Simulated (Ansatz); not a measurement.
The same path of BClFH + H2 (6 atoms, charge 0, multiplicity 1) was run twice with different band settings. Lost on the way: B1–Cl2, H5–H6. Made: B1–H5, Cl2–H6.

These are results of RKS B3LYP/def2-SVP in Ansatz 0.2.0, not measurements.

Relaxed end points:

```xyz
6
Properties=species:S:1:pos:R:3
B -0.024 0.563 0.133
Cl -0.080 1.021 1.826
H 1.022 0.426 -0.438
F -1.154 0.376 -0.511
H 0.033 -2.673 0.550
H 0.209 -2.384 1.231
```

```xyz
6
Properties=species:S:1:pos:R:3
B 0.059 -0.288 -0.536
Cl 0.224 -0.184 2.499
H 0.924 0.548 -0.630
F -1.200 0.101 -0.652
H 0.271 -1.472 -0.426
H -0.273 -1.376 2.536
```

Common settings: movable images 5; climbing image yes; spring 5.0 eV/Å²; start path through a guess of the saddle point; force threshold 0.05 eV/Å; iteration limit 60; end points relaxed.

| run | optimiser | largest step |
| --- | --- | --- |
| 1 | quadratic models (default) | default |
| 2 | fire | 0.5 Å |

Question: What does each run give, and how far can it be trusted?

Answer: Run 1: converged after 23 iterations, highest image 1.496 eV above the first end. A vibrational analysis at the climbing image gives one clearly imaginary mode, 891i cm⁻¹: a first-order saddle point.
Run 2: converged after 51 iterations, highest image 1.496 eV above the first end. Another band between the same ends (5 images) ends at a top of the same energy, where a vibrational analysis finds 1 clearly imaginary mode.
The orbitals stay closed-shell, which can raise the energy where a bond breaks towards radicals; this wasn't checked here.
